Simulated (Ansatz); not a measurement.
Mulliken charges of C2H5NS (`C=C(N)S`) from B3LYP/def2-TZVPP in Ansatz (PBE0-D4/def2-TZVP geometry).

| atom | x (Å) | y (Å) | z (Å) | charge (e) |
| --- | --- | --- | --- | --- |
| C1 | 0.667 | 0.991 | -0.025 | -0.318 |
| C2 | -0.167 | -0.051 | -0.051 | 0.181 |
| N3 | 0.014 | -1.203 | -0.796 | -0.293 |
| S4 | -1.730 | -0.093 | 0.778 | -0.133 |
| H5 | 1.634 | 0.930 | -0.511 | 0.069 |
| H6 | 0.394 | 1.923 | 0.446 | 0.090 |
| H7 | -0.225 | -2.061 | -0.323 | 0.152 |
| H8 | 0.895 | -1.252 | -1.283 | 0.149 |
| H9 | -1.394 | 0.769 | 1.748 | 0.102 |

Task: By hand: the dipole of these point charges (1 e Å = 4.8032 D).

Result: Σ q r = (0.089, -0.144, 0.071) e Å, of length 0.184 e Å = 0.88 D.

Task: How does the dipole of the full density compare? (Estimate.)

Result: Ansatz gave: (0.264, -0.176, 0.067) e Å, 1.56 D; the point charges give 0.56 times that, at 26° from its direction.

Point charges leave out the atoms' own dipoles, such as those of lone pairs, and Mulliken's split depends on the basis, so the two needn't agree.

B3LYP here is the variant with VWN-RPA as its local correlation; programs differ in this.
